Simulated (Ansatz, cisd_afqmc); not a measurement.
System: CHN, charge 0, singlet. CHN (SMILES N#C).
B3LYP-D3(BJ)/def2-TZVP minimum from Ansatz (a program for electronic structure):
```xyz
3

C      0.0000     0.0000    -0.4969
N      0.0000     0.0000     0.6493
H      0.0000     0.0000    -1.5636
```
Charge 0, spin multiplicity 1.

Total energies in cc-pVTZ, 10 correlated electrons, 2 frozen orbitals. Open shells are spin-unrestricted; no spin-orbit coupling. Correlated methods leave the cores frozen. No relativity. The Monte Carlo rows (phaseless AFQMC, CISD trial, step 0.005/hartree) carry one-sigma bars that omit the constraint's bias. Outlying blocks are dropped, and bars are widened where a walk drifts. Over all cases where full CI ran beside it in this data, AFQMC minus full CI had a median of +0.1 mEh and passed +0.4 mEh in a tenth of the cases.

```json
[
 {"method": "HF", "program": "Ansatz", "energy (Eh)": "-92.90894", "minus CCSDT(Q) (mEh)": "367.26"},
 {"method": "MP2", "program": "Ansatz", "energy (Eh)": "-93.25272", "minus CCSDT(Q) (mEh)": "23.48"},
 {"method": "CCSD", "program": "Ansatz", "energy (Eh)": "-93.25715", "minus CCSDT(Q) (mEh)": "19.05"},
 {"method": "CCSD(T)", "program": "Ansatz", "energy (Eh)": "-93.27480", "minus CCSDT(Q) (mEh)": "1.40"},
 {"method": "CCSDT(Q)", "program": "Ansatz", "energy (Eh)": "-93.27619", "minus CCSDT(Q) (mEh)": "0.00"},
 {"method": "AFQMC/CISD", "program": "cisd_afqmc", "energy (Eh)": "-93.2757 ± 0.0003", "minus CCSDT(Q) (mEh)": "0.5 ± 0.3"}
]
```

Rough core times of Ansatz's runs on a shared machine: CCSD(T) under 20 s, CCSDT(Q) 70 s.
